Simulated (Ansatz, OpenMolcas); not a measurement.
Errors in the dipole moment

8 molecules of light elements (H to F); the dipole moment in D, computed less measured. Shapes, held fixed at every level: PBE0-D4/def2-TZVP. No vibrational averaging. Dipoles are compared by magnitude; molecules under 1 D, whose direction can flip, are left out. Programs: Ansatz 0.2.0, OpenMolcas 26.06. Measured values: NIST CCCBDB.

Levels: A = r2SCAN-D4/def2-TZVPP; B = B3LYP/6-31G* (spherical functions); C = wB97M-V/def2-TZVPP.

```tsv
molecule	measured	A	B	C
HF (hydrogen fluoride)	1.82	+0.02	+0.03	+0.02
CH2F2 (difluoromethane)	1.97	-0.17	-0.28	-0.11
CH2N2 (cyanamide)	4.32	+0.39	+0.21	+0.30
C2H3F (SMILES C=CF)	1.43	-0.17	-0.23	-0.09
C2H3N (isocyanomethane)	3.85	+0.12	-0.21	-0.04
CH4O (SMILES CO)	1.70	-0.10	-0.04	-0.06
C2H5F (SMILES CCF)	1.96	-0.13	-0.26	-0.09
C3H6O (propylene oxide)	2.01	-0.16	-0.08	-0.08
```

Q: Which level does best on this set, which worst, and which err to one side?

A: 
```json
{"level": "r2SCAN-D4/def2-TZVPP", "kind": "meta-GGA", "mean error": "-0.025", "mean absolute error": "0.158", "worst case": "CH2N2"}
{"level": "B3LYP/6-31G* (spherical functions)", "kind": "global hybrid", "mean error": "-0.108", "mean absolute error": "0.168", "worst case": "CH2F2"}
{"level": "wB97M-V/def2-TZVPP", "kind": "range-separated hybrid", "mean error": "-0.019", "mean absolute error": "0.099", "worst case": "CH2N2"}
```

On this set wB97M-V/def2-TZVPP has the smallest mean absolute error and B3LYP/6-31G* (spherical functions) the largest. Without CH2F2 the largest would be that of r2SCAN-D4/def2-TZVPP. B3LYP/6-31G* (spherical functions) is too low in 6 of 8; wB97M-V/def2-TZVPP is too low in 6 of 8. The largest two are near a tie. The set is small.
